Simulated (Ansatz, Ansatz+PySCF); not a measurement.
```csv
atom,x (Å),y (Å),z (Å)
S,0.0173,0.0127,1.2345
C,0.0123,1.2835,-0.0014
C,0.0243,-1.2787,-0.0046
C,-0.0442,0.7288,-1.2533
C,-0.0282,-0.7205,-1.3099
H,-0.0312,2.2681,0.3292
H,0.0128,-2.3308,0.2840
H,-0.0138,1.3308,-2.1240
H,-0.0149,-1.3732,-2.1729
```

RHF-MP2 on singlet C₄H₄S was run in several spherical basis sets with Ansatz (development build ahead of 0.2.0). Frozen core: 9 orbitals.

Q: Rank the basis sets by the total energy that they give, lowest first, with the distance from the lowest.
A. 6-31G(d)
B. STO-3G
C. 6-31G
D. def2-SVP
E. cc-pVDZ

A: E (0.00 eV), A (1.86 eV), D (7.07 eV), C (10.31 eV), B (180.18 eV).

Totals follow the description of the cores as much as that of the bonds, so this order isn't one of quality for chemistry.
